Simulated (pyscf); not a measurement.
Single points on ωB97X-D3(BJ)/def2-SVP structures (PySCF, gas phase).

Problem. Estimate the classical barrier height and the reaction energy of `[SiH3][GaH][PH2]` + `[H][H]` → `[PH2][GaH2]` + `[SiH4]` at ωB97M-D3(BJ)/def2-TZVP. The step runs on the singlet surface, breaks Ga–Si, H–H and forms Ga–H, H–Si; take the separated reactants as zero.

Solution. ΔE‡ = 1.28 eV, ΔE = -0.07 eV. Zero-point energy shifts the barrier by +0.11 eV. It is a four-centre exchange, with an imaginary mode of 1342i cm⁻¹. On the product side the descent ends in a complex, 0.26 eV under the separated species and 1.44 eV under the saddle at ωB97X-D3(BJ)/def2-TZVP. At the saddle there is also a short Ga–H contact that neither side keeps. This is the saddle that the search found; another between the same sides may lie lower. Elements up to Kr have no core potential and no relativistic terms here.
